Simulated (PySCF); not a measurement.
Gas-phase reaction: 2 BCl2OH + 2 BH2Cl → B2O2 + B2H6 + 6 Cl

Computed with PySCF and rigid-rotor harmonic-oscillator thermochemistry at 1 bar. † marks an energy on the PBE0/def2-TZVP geometry and frequencies. MP2 and CCSD(T) freeze the core. Open shells (unrestricted): Cl (multiplicity 2, electronic degeneracy 6); the rest are closed-shell singlets. Spin-orbit splitting is ignored; it lowers the true energy and changes the entropy of Cl. BCl2OH, BH2Cl: computed as isolated molecules; such fragments, hydroxides, amides, oligomers or adducts are transient or little studied in the gas. MP2 isn't extrapolated to the basis-set limit; its ΔH°(298 K) is 1634.0 kJ in def2-SVP and 1740.7 kJ in def2-TZVPP. CCSD(T) isn't extrapolated to the basis-set limit; its ΔH°(298 K) is 1571.9 kJ in def2-SVP and 1648.6 kJ in def2-TZVPP. The harmonic model lacks anharmonicity and excited electronic states, which grow with temperature; levels with a mode under 35 cm⁻¹ are left out. Internal rotation in BCl2OH is treated as a harmonic vibration of one conformer, which makes the entropy rough. Warning, large T1 diagnostic: B2O2 (CCSD(T)/def2-TZVPP†).

```tsv
level	ΔE electronic, kJ	ΔH°(298 K), kJ	ΔS°(298 K), J/K	ΔG°(2500 K), kJ
BLYP/def2-TZVP†	1591	1582	429	458
CCSD(T)/def2-TZVPP†	1658	1649	429	525
HF/def2-TZVP†	1323	1314	429	190
M06-2X/def2-TZVP†	1746	1737	429	614
MP2/def2-TZVPP†	1750	1741	429	617
PBE/def2-TZVP†	1729	1720	429	597
PBE0/def2-SVP†	1744	1735	429	612
r2SCAN/def2-TZVP†	1736	1727	429	603
LDA/def2-TZVP†	2010	2001	429	878
ωB97M-V/def2-TZVP†	1741	1732	429	608
```
ΔH° is lowest at HF/def2-TZVP† and highest at LDA/def2-TZVP†. No reference value is set beside these.
